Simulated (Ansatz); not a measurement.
Geometry optimisation, RKS PBE0-D4/def2-SVP in Ansatz 0.2.0.

input.yaml

```yaml
crystal:
  periodic: [false, false, false]
  atoms:
    - { symbol: "N", position_ang: [-0.0466, 0.798, 1.9352] }
    - { symbol: C, position_ang: [-0.1053, 1.1181, 0.4949] }
    - { symbol: C, position_ang: [-1.12109, 2.21143, 0.29797] }
    - { symbol: C, position_ang: [-2.63566, 1.78301, 0.33605] }
    - { symbol: C, position_ang: [-1.97299, 2.22971, -0.96726] }
    - { symbol: H, position_ang: [0.5559, 0.0977, 2.1083] }
    - { symbol: H, position_ang: [-0.9861, 0.5077, 2.2109] }
    - { symbol: H, position_ang: [0.85383, 1.41602, 0.0889] }
    - { symbol: H, position_ang: [-0.34805, 0.17319, -0.00899] }
    - { symbol: H, position_ang: [-0.8089, 3.12426, 0.73516] }
    - { symbol: H, position_ang: [-2.89541, 0.81968, 0.51098] }
    - { symbol: H, position_ang: [-3.27185, 2.54528, 0.82472] }
    - { symbol: H, position_ang: [-2.15079, 3.23014, -1.39213] }
    - { symbol: H, position_ang: [-1.80088, 1.45436, -1.67778] }
basis:
  gaussian: { orbitals: def2-SVP }
hamiltonian:
  xc: pbe0
  dispersion: d4
relax:
  f_tol: 0.015
  max_steps: 40
output:
  orbitals: {}
```

Command:

```bash
$ ansatz run input.yaml --threads 2 --pin off --max-ram 3072MiB --backend cpu --events-out ev --progress --plain --runs-dir out
```

Where does it end, and by what steps?

The run converged. After 7 steps the energy has fallen by 0.628 eV; H7 moved furthest, 0.23 Å.

| step | energy less start (eV) | largest force component (eV/Å) | accepted |
| --- | --- | --- | --- |
| 0 | 0.0000 | 5.591 | yes |
| 1 | -0.5670 | 1.310 | yes |
| 2 | -0.6088 | 0.490 | yes |
| 3 | -0.4657 | 1.449 | no |
| 4 | -0.6259 | 0.140 | yes |
| 5 | -0.6276 | 0.062 | yes |
| 6 | -0.6280 | 0.021 | yes |
| 7 | -0.6281 | 0.009 | yes |

```xyz
14
Properties=species:S:1:pos:R:3
N 0.036 0.831 1.951
C -0.168 1.062 0.535
C -1.166 2.167 0.316
C -2.636 1.852 0.294
C -1.930 2.255 -0.968
H 0.711 0.086 2.102
H -0.836 0.527 2.381
H 0.798 1.357 0.088
H -0.510 0.171 -0.038
H -0.883 3.112 0.791
H -2.934 0.803 0.395
H -3.330 2.560 0.755
H -2.133 3.244 -1.385
H -1.752 1.481 -1.721
```

Time of the run: 20 s on 2 threads of Intel(R) Xeon(R) Platinum 8488C (Sapphire Rapids), on a shared host, peak memory 0.28 GiB.
